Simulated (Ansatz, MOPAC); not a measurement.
Reaction (SMILES): [SiH]Cl (SiHCl) + 2 [H][H] (H2) -> Cl (HCl) + [SiH4] (SiH4)

Wanted: energy of full hydrogenation (enthalpy at 298 K), in kcal/mol. Conventions: non-relativistic; dispersion terms only where a functional's name holds one; no spin-orbit coupling; six Cartesian d functions in 6-31G* and its kin unless marked 5d. Ab initio and DFT rows: single points at B3LYP-D3(BJ) geometries (Ansatz, a program for electronic structure), with unscaled harmonic terms from B3LYP/6-31G* (Ansatz) at its own minima. Semi-empirical rows: MOPAC heats of formation at their own minima for 298 K.

```tsv
species	coefficient	E at B3LYP/6-31G* (Ansatz), Eh	E at wB97M-V/def2-TZVPD (Ansatz), Eh	H(298 K) - E, kcal/mol	heat of formation at MNDO (MOPAC), kcal/mol
[SiH]Cl (SiHCl)	-1	-750.27951	-750.26280	7.34	7.07
[H][H] (H2)	-2	-1.17549	-1.16077	8.44	0.72
Cl (HCl)	+1	-460.79566	-460.79070	6.28	-15.26
[SiH4] (SiH4)	+1	-291.88365	-291.84546	22.18	1.18
```

 1 Eh = 627.5095 kcal/mol.

Problem. Work the quantity out at each level.

Solution. 
- B3LYP/6-31G*: the sum of coefficient times E is -0.04882 Eh, or -30.64 kcal/mol; the thermal terms add 4.24. Result: -26.4 kcal/mol.
- wB97M-V/def2-TZVPD: the sum of coefficient times E is -0.05182 Eh, or -32.52 kcal/mol; the thermal terms add 4.24. Result: -28.3 kcal/mol.
- MNDO: the sum of coefficient times heat of formation is -22.59 kcal/mol; it needs no thermal term.
